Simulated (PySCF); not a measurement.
## Lithium: a sound run and one with changed settings

Sound run: Li [He] 2s1, Li⁺ 1s2. Calculation: PySCF 2.14, in jorge-DZP-DKH (4s2p1d, 15 functions); the spin-free X2C one-electron Hamiltonian (Gaussian nucleus). The sound run starts from symmetry-adapted Hartree-Fock orbitals and uses a fine grid where one is needed.

Changed run: 6 angular points. This setting is unsound on purpose.

```csv
species,method,sound run (hartree),changed run (hartree),converged
Li,UHF,-7.43268,-7.43268,yes
Li,PBE0,-7.46682,-7.46682,yes
Li,M06-2X,-7.48138,-7.48138,yes
Li⁺,UHF,-7.23672,-7.23672,yes
Li⁺,PBE0,-7.26231,-7.26231,yes
Li⁺,M06-2X,-7.28306,-7.28306,yes
```

Ionisation energy of Li:

| method | sound run (eV) | changed run (eV) |
| --- | --- | --- |
| UHF | 5.333 | 5.333 |
| PBE0 | 5.565 | 5.565 |
| M06-2X | 5.397 | 5.397 |

Here the setting changes nothing at the digits shown.

For comparison, NIST gives 5.392 eV between the lowest levels.
